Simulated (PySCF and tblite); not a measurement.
Values are calculated unless marked as measured or tabulated.
C7H8, numbered as in [CH2:1]=[CH:2][CH:3]1[CH:4]=[CH:5][CH:6]=[CH:7]1. Free energies: B3LYP-D3(BJ)/pcSseg-1 (IEF-PCM, chloroform) on GFN2-xTB structures plus GFN2-xTB thermal terms, symmetry and mirror images included. Conformers within 2.5 kcal/mol (GFN2-xTB free energy) were kept, 4 at most. GIAO shieldings: B3LYP/pcSseg-1 (IEF-PCM, chloroform). Shifts are against TMS (¹H), TMS (¹³C) at the same level. Programs: PySCF with density fitting and tblite.

Torsions listed: C1–C2–C3–C4. The 5-ring runs over atoms 3–4–5–6–7. Of a mirror pair one member is shown.

```csv
conformer,shape,point group,mirror pair,ΔE(DFT),Δ(G−E) at 250 K,δ H2 (ppm)
1,5-ring flat; -123°,Cs,no,0.00,0.00,5.26
2,5-ring flat; 10°,C1,yes,1.27,0.00,6.52
```

Energies in kcal/mol; the thermal term leaves out symmetry numbers and mirror images.

Q: Work out the weights at 250 K and the ¹H shift of H2 under fast exchange.

A: RT = 0.497 kcal/mol. Each conformer gets RT ln(σ/g), with σ the rotational symmetry number and g = 2 for a mirror pair: 1: σ = 1, g = 1, G = 0.00 + 0.00 + 0.00 = 0.00, 0.00 above the lowest, exp(−ΔG/RT) = 1.000; 2: σ = 1, g = 2, G = 1.27 + 0.00 − 0.34 = 0.93, 0.93 above the lowest, exp(−ΔG/RT) = 0.155. The sum is 1.155, so the weights are 86.5, 13.5 %. The averaged shift is 5.43 ppm. At 298.15 K it is 5.50 ppm. At 298.15 K the leading conformer alone gives 5.26 ppm and bare DFT energies give 5.39 ppm.
